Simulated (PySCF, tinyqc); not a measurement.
Orbital energy against energy difference: ionisation energy by orbital energies and by energy differences in the 6-31g basis, for BH, spin multiplicity 1. Computed by the program tinyqc with PySCF. Command: `OMP_NUM_THREADS=1 python tinyqc.py 113759 113760 out.jsonl`; one thread of a shared host (Intel(R) Xeon(R) Processor @ 2.60GHz), about 6 s.

Geometry (angstrom):
```
atom,x,y,z
B,0.0000,0.0000,0.0000
H,0.0000,0.0000,1.1710
```

CCSD(T) difference in the same basis = 8.9024 eV

IP-EOM-CCSD = 8.9340 eV

The cation is unrestricted; errors are against CCSD(T) in this basis, not against experiment.

First vertical ionisation energy (eV):
```
method,-e(HOMO),E(cation) - E,error of -e(HOMO),error of the difference
HF,8.995,8.12244,0.093,-0.780
LDA,4.803,9.35031,-4.099,0.448
PBE,4.858,9.28380,-4.044,0.381
B3LYP,5.889,9.40484,-3.013,0.502
PBE0,6.090,9.24191,-2.812,0.340
CAM-B3LYP,7.472,9.36732,-1.430,0.465
LC-wPBE,8.929,9.30086,0.027,0.398
```

Koopmans errs by +0.09 eV and Delta-HF by -0.78 eV: relaxation, 0.87 eV, lowers the value and the missing correlation difference works against it. The PBE level is off by -4.0 eV through the wrong tail of its potential, though its energy difference is off by +0.38 eV; exact exchange deepens the level, and among the orbital energies LC-wPBE comes closest; among the differences PBE0 does. The restricted reference is unstable here: a spin-polarised solution lies 0.0072 hartree lower (PySCF), so results built on it describe a poor reference.
